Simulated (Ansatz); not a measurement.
Cost and result for the atomization energy of C$_{2}$H$_{3}$NO, SMILES `NC#CO` (7 atoms, 6 bonds).

Total charge 0; spin multiplicity 1. The structure was optimised at the PBE0-D4/def2-TZVP level. It is one conformer, not always the lowest. Program: Ansatz. All runs use 2 threads of an Intel Xeon Platinum 8488C on a shared host. Times are those of one run each, without the atoms' runs, and a repeat can differ threefold. Electronic energies, without spin–orbit coupling; frozen cores. CCSD(T)/CBS adds CCSD(T) − MP2 in def2-TZVPP to the MP2 limit, and its time is that of the two runs behind it. T1 = 0.013. B3LYP takes the VWN-RPA correlation (the form of Gaussian; ORCA's B3LYP/G).

CCSD(T)/CBS is a level of theory with its own doubt, some kJ/mol a heavy atom from the limit and from the frozen cores, so smaller differences don't rank the functionals.

```tsv
level	functions	wall time
LDA (SPW92)/def2-TZVPP	166	0.6 s
BLYP-D4/def2-TZVPP	166	0.95 s
PBE0-D4/def2-TZVPP	166	1.1 s
CCSD(T)/def2-SVP	71	1.1 s
PBE-D4/def2-TZVPP (with forces)	166	1.2 s
CAM-B3LYP-D4/def2-TZVPP	166	1.4 s
B3LYP-D4/def2-TZVPP (with forces)	166	1.4 s
r2SCANh-D4/def2-TZVPP	166	1.6 s
PBE-QIDH/def2-TZVPP	166	2.1 s
ωB97X-V/def2-TZVPP	166	3 s
MP2/def2-QZVPP	318	7.5 s
CCSD(T)/def2-TZVPP	166	18 s
CCSD(T)/CBS(def2)	–	26 s
```

Task: What atomization energy does each give, and how far from CCSD(T)/CBS? (An estimate is asked.)

Result: Ansatz gave: 
| level | atomization (kJ/mol) | difference from CCSD(T)/CBS | per bond |
| --- | --- | --- | --- |
| LDA (SPW92)/def2-TZVPP | 3344.7 | 566.7 | 94.4 |
| BLYP-D4/def2-TZVPP | 2835.7 | 57.7 | 9.6 |
| PBE0-D4/def2-TZVPP | 2816.4 | 38.4 | 6.4 |
| CCSD(T)/def2-SVP | 2603.1 | -174.9 | -29.1 |
| PBE-D4/def2-TZVPP (with forces) | 2928.5 | 150.5 | 25.1 |
| CAM-B3LYP-D4/def2-TZVPP | 2808.5 | 30.5 | 5.1 |
| B3LYP-D4/def2-TZVPP (with forces) | 2799.9 | 21.9 | 3.6 |
| r2SCANh-D4/def2-TZVPP | 2754.8 | -23.2 | -3.9 |
| PBE-QIDH/def2-TZVPP | 2761.7 | -16.3 | -2.7 |
| ωB97X-V/def2-TZVPP | 2788.4 | 10.4 | 1.7 |
| MP2/def2-QZVPP | 2834.7 | 56.7 | 9.4 |
| CCSD(T)/def2-TZVPP | 2681.4 | -96.6 | -16.1 |
| CCSD(T)/CBS(def2) | 2778.0 | 0.0 | 0.0 |

The D4 term adds +13.4 kJ/mol with B3LYP and +6.9 kJ/mol with PBE0; it sums over pairs of atoms, weighted by their polarisabilities, and B3LYP, whose exchange is more repulsive, gets the larger term. In def2-TZVPP, CCSD(T) changes the Hartree–Fock value by +893.1 kJ/mol (the triples alone add +64.0 kJ/mol) and MP2 by +989.3 kJ/mol; breaking electron pairs costs correlation energy, which Hartree–Fock lacks. From PBE to PBE0 (25 % exact exchange), in def2-TZVPP and without D4, the atomization energy moves by −110.6 kJ/mol: exact exchange takes away binding that semilocal exchange gives to molecules.
